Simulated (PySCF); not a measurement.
C₆H₈ (charge +1 and doublet state).
Z-matrix (Å and degrees, GFN2-xTB geometry), rows numbered from 1:
```
C 
C   1  1.5335
C   2  1.4884  1  112.89
C   3  1.3859  2  109.96  1  -124.77
C   4  1.4081  3  109.03  2     2.36
C   5  1.3859  4  109.03  3    -0.10
H   1  1.0866  2  110.76  3    57.61
H   1  1.0888  2  110.35  3   178.44
H   1  1.0889  2  110.34  3   -63.21
H   2  1.0977  1  108.07  3   122.56
H   3  1.0773  2  123.66  1    52.79
H   4  1.0768  3  125.71  2  -176.94
H   5  1.0769  4  125.24  3  -179.41
H   6  1.0774  2  123.70  1   -52.94
```

The species is `C[C@@H]1C=C[CH][CH+]1` [radical] (charge +1).

Method: UKS B3LYP, pcH-1 on C H, non-relativistic, mean-field spin-orbit, GIAO in PySCF. Isolated species at its GFN2-xTB geometry, gas phase. Couplings are sensitive to structure, and on GFN2-xTB geometries they can be far from those on DFT ones, by a factor of two or more for some ions and for spin on atoms past the first row. No stability test was run, so a lower SCF solution isn't excluded.

Q: Match the computed a_iso(13C) values +37.5, -19.1, -7.2, +1.9 MHz (means over equivalent nuclei) with the sites C1; C2; C3/C6; C4/C5.

A: 
| site | a_iso (MHz) | ρ(0) (bohr⁻³) | position | distance from C3 (Å) | spin population | largest \|T\| (MHz) |
| --- | --- | --- | --- | --- | --- | --- |
| C1 | +1.9 | +0.0017 | 2 bonds from C6 | 2.52 | 0.00 | 1.4 |
| C2 | -19.1 | -0.0170 | 1 bond from C3 | 1.49 | -0.06 | 1.5 |
| C3/C6 | +37.5 | +0.0334 | largest spin population | 1.16 | +0.49 | 78.2 |
| C4/C5 | -7.2 | -0.0064 | 1 bond from C3 | 1.83 | +0.06 | 15.3 |

Q: Match the computed a_iso(1H) values -33.5, +8.4, -7.3, -4.9 MHz (means over equivalent nuclei) with the sites H7/H8/H9; H10; H11/H14; H12/H13.

A: 
```
    site  a_iso (MHz)  ρ(0) (bohr⁻³)         position  distance from C3 (Å)  bound to  spin population there  largest |T| (MHz)
H7/H8/H9         +8.4        +0.0019  3 bonds from C6                  3.01        C1                   0.00                4.1
     H10         -4.9        -0.0011  2 bonds from C3                  2.14        C2                  -0.06                5.3
 H11/H14        -33.5        -0.0075   1 bond from C3                  2.22     C3/C6                  +0.49               21.9
 H12/H13         -7.3        -0.0016  2 bonds from C3                  2.75     C4/C5                  +0.06                9.8
```

ρ(0) is the spin density at the nucleus and T the dipolar tensor; entries for several nuclei are means. Largest spin populations (Mulliken): C3 (+0.49), C6 (+0.49), C4 (+0.06) and C5 (+0.06). Main spin sites, with 60 % or more of the largest population: C3, C6; positions count bonds from the nearest.

β density exceeds α density at some nuclei, such as C2 (-0.0170), H11/H14 (-0.0075) and C4/C5 (-0.0064), spin density in bohr⁻³. In a single determinant that takes different orbitals for the two spins, that is spin polarisation.

Nuclei that the bonding pattern makes equivalent are averaged, as if the motion that swaps them (rotation, inversion, ring flip) were fast. The three 1H nuclei of mean +8.4 MHz run from -0.3 to 12.8 MHz in the frozen geometry.

C5, the radical centre as drawn in `C[C@@H]1C=C[CH][CH+]1`, holds a spin population of +0.06 out of 1.
